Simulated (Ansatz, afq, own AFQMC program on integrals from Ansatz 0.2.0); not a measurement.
Two steps: Ansatz 0.2.0 writes the Fock matrix and Cholesky factors of the valence space, and afq projects on them the lowest state that overlaps trial and start.

```yaml
crystal:
  periodic: [false, false, false]
  atoms:
    - {symbol: Ti, position_ang: [0.000000, 0.000000, 0.000000]}
    - {symbol: N, position_ang: [0.000000, 0.000000, 1.542510]}
basis:
  gaussian: {orbitals: def2-TZVP}
magnetization: {spin_polarized: true, initial_magnetization: 3}
correlation: {method: ccsd_t, electrons: outside_noble_gas, hamiltonian_folder: ham}
```

```sh
$ ansatz run in.yaml --threads 1 --pin off --events-out ev --progress --plain --max-ram 16896MiB --backend cuda --devices 0, --max-vram 18GiB
```

afq runs on the folder ham with

```
--method phaseless --trial cisd --walkers 1800 --populations 20 --least-time 60 --time-step 0.005 --steps-per-block 50 --equilibration-blocks 40 --max-blocks 4000 --target-error 0.00018 --factor-cut 1e-05 --start spin_pure --seed 6109 --release-times 0.24,0.6,1.2,2,3,4.2 --release-step 0.04 --release-every 3 --taylor-order 6
```

Times are imaginary, in 1/Eh. The walk had a cap of 335 s. With eight or more populations the least sampling time is a fifth of least-time, and the error comes from their spread.

Output of the walk:

```
orbitals 66  electrons 6 3  factors 517 of 601
reference energy -902.75452452 Eh
CCSD correlation -0.26342492 Eh in 14 cycles, weight of the determinant in the CISD state 0.8713
energy of the start -903.017356 Eh
 block  time / (1/Eh)  mean weight  energy / Eh
     1     0.250  0.9996  -903.018340
     2     0.500  1.0002  -903.023068
     3     0.750  0.9994  -903.027020
     4     1.000  1.0002  -903.031441
     5     1.250  0.9998  -903.034671
    10     2.500  0.9998  -903.038075
    55    13.750  1.0007  -903.038130
    91    22.750  1.0006  -903.042143
   100    25.000  1.0006  -903.037889
   145    36.250  0.9995  -903.040997
   154    38.500  1.0006  -903.025447
   190    47.500  1.0004  -903.033043
   235    58.750  0.9996  -903.037475
   280    70.000  0.9998  -903.037117
   325    81.250  1.0006  -903.039091
   370    92.500  1.0001  -903.037049
   379    94.750  0.9997  -903.036122
error from the spread of 20 populations
released: time / (1/Eh)  energy / Eh  error  mean overlap
  0.24  -903.038240  0.000517  0.9963
  0.60  -903.038783  0.000314  0.9944
  1.20  -903.039466  0.000211  0.9873
  2.00  -903.039732  0.000307  0.9838
  3.00  -903.039455  0.000426  0.9764
  4.20  -903.041707  0.000710  0.9612
energy -903.037830 +/- 0.000149 Eh
(rows thinned)
```

The run passed its tests (sampling time, drift between the halves within three errors, error under three times the target), which doesn't prove that it has relaxed, ending at its cap on processor time. The second half of the sampling lies above the first by 2.5 errors of their difference, so the energy may still be moving and its error bar be too small.

Against this walk (error 4.1 meV) on the same determinant: CCSD(T) 23.9 meV lower, CCSDT(Q) 72.8 meV lower. The error is statistical and leaves out the bias of the constraint. None of these is a sure reference here. The released energies are still falling (meV from the phaseless value at times in 1/Eh: -26 ± 9 at 0.60, -45 ± 6 at 1.20, -52 ± 8 at 2.00, -44 ± 12 at 3.00, -106 ± 19 at 4.20), so they give no level; they do show a bias of the constraint, and the last of them that isn't too noisy lies 28 meV above CCSDT(Q).

Cautions: constraint bias not in the error; no relativity below Rb; outer-core shells of the metal frozen; another spin lies lower; raised T1 diagnostic (T1 0.041, weight of the determinant 0.87, largest double 0.07); (T) is large, 8 % of the CCSD correlation; the bias of populations of 90 walkers isn't removed.

The walk took 5.6 min on 1 × NVIDIA H100 80GB HBM3 with 2 threads of AMD EPYC 7R13 Processor (Zen 3), with other jobs on the host (the card was shared). The log's last line is the phaseless energy.

CCSDT and higher add their correlation energy to the determinant of the CCSD(T) run, since their own runs factorise the integrals more tightly (a shift of under 2 meV). A walk keeps the symmetry of its determinant, which the program's search chose and which needn't be the lowest solution, so a lower state of the same spin and another symmetry isn't excluded.
